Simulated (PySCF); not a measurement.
The dipole of s-BuOH (`CC[C@H](C)O`) from its density and from atomic charges.

Coordinates (GFN2-xTB, Å) and charges (e) from the PBE0/pcSseg-1 density (PySCF):

```json
{"atom": "C1", "x": "-1.657", "y": "-0.705", "z": "0.189", "Mulliken": "-0.2813", "IAO": "-0.4196", "Hirshfeld": "-0.1163", "ESP-fitted": "-0.2087"}
{"atom": "C2", "x": "-0.811", "y": "0.555", "z": "0.061", "Mulliken": "-0.2596", "IAO": "-0.2688", "Hirshfeld": "-0.0772", "ESP-fitted": "-0.0381"}
{"atom": "C3", "x": "0.554", "y": "0.308", "z": "-0.597", "Mulliken": "+0.0085", "IAO": "+0.1056", "Hirshfeld": "+0.0481", "ESP-fitted": "+0.4559"}
{"atom": "C4", "x": "1.478", "y": "-0.531", "z": "0.285", "Mulliken": "-0.2493", "IAO": "-0.4403", "Hirshfeld": "-0.1286", "ESP-fitted": "-0.5463"}
{"atom": "O5", "x": "1.167", "y": "1.536", "z": "-0.940", "Mulliken": "-0.4464", "IAO": "-0.5537", "Hirshfeld": "-0.2308", "ESP-fitted": "-0.6857"}
{"atom": "H6", "x": "-2.642", "y": "-0.456", "z": "0.580", "Mulliken": "+0.1175", "IAO": "+0.1449", "Hirshfeld": "+0.0426", "ESP-fitted": "+0.0712"}
{"atom": "H7", "x": "-1.784", "y": "-1.179", "z": "-0.782", "Mulliken": "+0.1106", "IAO": "+0.1375", "Hirshfeld": "+0.0401", "ESP-fitted": "+0.0381"}
{"atom": "H8", "x": "-1.197", "y": "-1.421", "z": "0.865", "Mulliken": "+0.1118", "IAO": "+0.1348", "Hirshfeld": "+0.0375", "ESP-fitted": "+0.0548"}
{"atom": "H9", "x": "-1.344", "y": "1.287", "z": "-0.550", "Mulliken": "+0.1258", "IAO": "+0.1408", "Hirshfeld": "+0.0358", "ESP-fitted": "+0.0163"}
{"atom": "H10", "x": "-0.656", "y": "0.995", "z": "1.051", "Mulliken": "+0.0977", "IAO": "+0.1205", "Hirshfeld": "+0.0314", "ESP-fitted": "+0.0101"}
{"atom": "H11", "x": "0.407", "y": "-0.198", "z": "-1.557", "Mulliken": "+0.1122", "IAO": "+0.1375", "Hirshfeld": "+0.0404", "ESP-fitted": "+0.0418"}
{"atom": "H12", "x": "1.084", "y": "-1.535", "z": "0.409", "Mulliken": "+0.1124", "IAO": "+0.1416", "Hirshfeld": "+0.0425", "ESP-fitted": "+0.1246"}
{"atom": "H13", "x": "1.586", "y": "-0.072", "z": "1.268", "Mulliken": "+0.0948", "IAO": "+0.1296", "Hirshfeld": "+0.0358", "ESP-fitted": "+0.1341"}
{"atom": "H14", "x": "2.461", "y": "-0.598", "z": "-0.176", "Mulliken": "+0.1248", "IAO": "+0.1502", "Hirshfeld": "+0.0409", "ESP-fitted": "+0.1403"}
{"atom": "H15", "x": "1.348", "y": "2.022", "z": "-0.127", "Mulliken": "+0.2203", "IAO": "+0.3394", "Hirshfeld": "+0.1578", "ESP-fitted": "+0.3916"}
```

Task: Form Σ q r in debye for every column and set it beside the full dipole.

Result: The full density gives (-0.42, -0.55, 1.49) D, 1.64 D in size; dipole vectors point from the negative to the positive end.

```
    scheme     μx     μy    μz  size (D)  share of the full size (%)  angle to the full dipole (°)
  Mulliken  -0.77  -1.97  1.57      2.64                         161                            30
       IAO  -0.67  -1.03  1.52      1.96                         119                            14
 Hirshfeld  -0.20  -0.27  0.66      0.74                          45                             2
ESP-fitted  -0.43  -0.59  1.52      1.69                         103                             1
```

Task: Which set comes closest?

Result: Length of the difference vector: ESP-fitted 0.05 D, IAO 0.54 D, Hirshfeld 0.90 D, Mulliken 1.47 D. Closest: ESP-fitted. The schemes that divide the density aren't constrained to reproduce the dipole.

Task: What is left for the Hirshfeld atoms' own dipoles?

Result: The shares of the density sum to the whole, so what Σ q r misses lies in dipoles about the nuclei. The atomic dipoles sum to (-0.42, -0.55, 1.49) − (-0.20, -0.27, 0.66) = (-0.22, -0.28, 0.83) D, 0.90 D in size.

Task: With the origin at the mean of the coordinates, (0.000, 0.001, -0.001) Å, which are the largest single terms, by size, of the Mulliken dipole along the direction of the full one?

Result: O5 +3.56, H15 -1.20, C1 -1.12, H8 +0.84, H11 -0.78 D; all 15 atoms together +2.28 D. The single terms depend on the origin, their sum doesn't.

Task: Give the size of the full dipole in other units.

Result: 1.64 D = 0.646 au = 0.342 e·Å = 5.47 × 10⁻³⁰ C·m.

One conformer (not necessarily the lowest) at the GFN2-xTB geometry, without solvent, vibrations or thermal averaging.

Shape of the structure used: `[CH3:1][CH2:2][C@H:3]([CH3:4])[OH:5]`: C1–C2–C3–C4 -68°, H–O5–C3–C2 64°.
